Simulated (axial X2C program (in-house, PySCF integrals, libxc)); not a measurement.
## Which molecule has these constants?

Computed with an axial X2C code built on PySCF integrals, spin-free (one-electron X2C) or two-component (2c: spin–orbit coupling with atomic mean-field Coulomb and Gaunt terms, which also bring small scalar terms), in Dyall basis sets with cores contracted in-house; open shells are unrestricted.

A two-component PBE0 calculation in a Dyall 3-zeta basis gave Re = 1.862 Å, ωe = 818.0 cm⁻¹, De = 3.56 eV, Ω = 2.

**Question.** Which molecule is it?
A. SiN⁻
B. SiO⁻
C. SiF⁻
D. SiC⁻
E. SiB⁻

**Answer.** E. The others have SiO⁻ 1.558 Å and 1094.2 cm⁻¹ (Ω = 1/2); SiF⁻ 1.697 Å and 664.8 cm⁻¹ (Ω = 1); SiC⁻ 1.675 Å and 1053.0 cm⁻¹ (Ω = 1/2); SiN⁻ 1.587 Å and 1197.1 cm⁻¹ (Ω = 0).

Each entry is the lowest single determinant of a limited PBE0 search at one distance. De goes to single-determinant-based atoms at the same level (for ions the charge split of lowest energy) and is withheld (n/a) where an atom does not fit its ground term or J level. Main or longest-lived isotopes. One determinant is a doubtful description, or other states lie close, for SiB⁻, SiF⁻, SiC⁻; these need not be ground states, and all values refer to the states named. Some open-shell Ω = 0 determinants are out of reach, so the Ω given for SiB⁻, SiF⁻ need not be the lowest component. With several unpaired electrons the Ω given is that of one determinant, not necessarily of the lowest component. Some light 2c atoms are not at their ground J level, so De misses part of their lowering (0.04 eV or less). The functionals have no current term, which raises determinants with orbital currents.
